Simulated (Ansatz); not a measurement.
**C4H4O: basis-set convergence**

The task here is to estimate one member of a computed series from the others.

Program: Ansatz 0.2.0, Gaussian basis. Level of theory: one geometry, several basis sets. These are calculated values, not measurements.

The runs, in order: PBE0-D4/def2-SVP; ωB97M-V/def2-SVP; PBE0-D4/def2-QZVPP; ωB97M-V/def2-QZVPP; the functionals' def2-TZVPP values are taken from earlier runs.

## Structure used throughout

An earlier PBE0-D4 in a triple-zeta def2 set relaxation fixed the geometry.

SMILES `C#CC(=C)O`, 9 atoms, charge 0, spin multiplicity 1.

Atoms are counted from 1 here; the program's logs count them from 0.

Bond lengths: C1–C2 1.202 Å, C1–H6 1.065 Å, C2–C3 1.426 Å, C3–C4 1.332 Å, C3–O5 1.362 Å, C4–H7 1.079 Å, C4–H8 1.082 Å, O5–H9 0.961 Å. Angles: C2–C1–H6 178.9°, C1–C2–C3 177.0°, C2–C3–C4 123.1°, C2–C3–O5 116.0°, C4–C3–O5 121.0°, C3–C4–H7 120.0°, C3–C4–H8 120.5°, H7–C4–H8 119.5°, C3–O5–H9 108.9°.

Coordinates:

```
C    -0.3741    2.0487   -0.4544
C    -0.1601    0.9007   -0.1679
C     0.0885   -0.4412    0.2447
C     0.2961   -1.4390   -0.6131
O     0.1035   -0.6582    1.5892
H    -0.5623    3.0603   -0.7274
H     0.2808   -1.2490   -1.6753
H     0.4807   -2.4424   -0.2533
H    -0.0644    0.1736    2.0402
```

Set-up of the first run:

The input, in.yaml:

```yaml
crystal:
  periodic: [false, false, false]
  atoms:
    - {symbol: C, position_ang: [-0.374084, 2.048688, -0.454417]}
    - {symbol: C, position_ang: [-0.160076, 0.900681, -0.167875]}
    - {symbol: C, position_ang: [0.088470, -0.441156, 0.244720]}
    - {symbol: C, position_ang: [0.296116, -1.438967, -0.613084]}
    - {symbol: O, position_ang: [0.103522, -0.658206, 1.589168]}
    - {symbol: H, position_ang: [-0.562315, 3.060339, -0.727355]}
    - {symbol: H, position_ang: [0.280805, -1.248965, -1.675328]}
    - {symbol: H, position_ang: [0.480680, -2.442432, -0.253275]}
    - {symbol: H, position_ang: [-0.064417, 0.173617, 2.040248]}
basis:
  gaussian: {orbitals: def2-SVP}
hamiltonian: {xc: pbe0, dispersion: d4}
output: {orbitals: {seedname: orbitals}}
```

Launch:

```sh
ansatz run in.yaml --threads 4 --pin off --events-out ev --progress --plain --max-ram 10444MiB
```

Among the steps run: PBE0-D4 in def2-SVP; ωB97M-V in def2-SVP; PBE0-D4 in def2-QZVPP; ωB97M-V in def2-QZVPP.

One of the session's tables, all rows but one given; the rest of the session is left out.

It belongs to the step «Functionals by basis». 

| functional | basis | HOMO (eV) |
| --- | --- | --- |
| PBE0-D4 | def2-SVP | -6.63 |
| PBE0-D4 | def2-TZVPP | -6.77 |
| PBE0-D4 | def2-QZVPP | ? |
| ωB97M-V | def2-SVP | -8.76 |
| ωB97M-V | def2-TZVPP | -8.92 |
| ωB97M-V | def2-QZVPP | -8.95 |

Q: Estimate the row for PBE0-D4, def2-QZVPP from the others.

The run gave: HOMO (eV): -6.80. In the column «HOMO (eV)» it lies between ωB97M-V, def2-SVP (-8.76) and PBE0-D4, def2-TZVPP (-6.77).
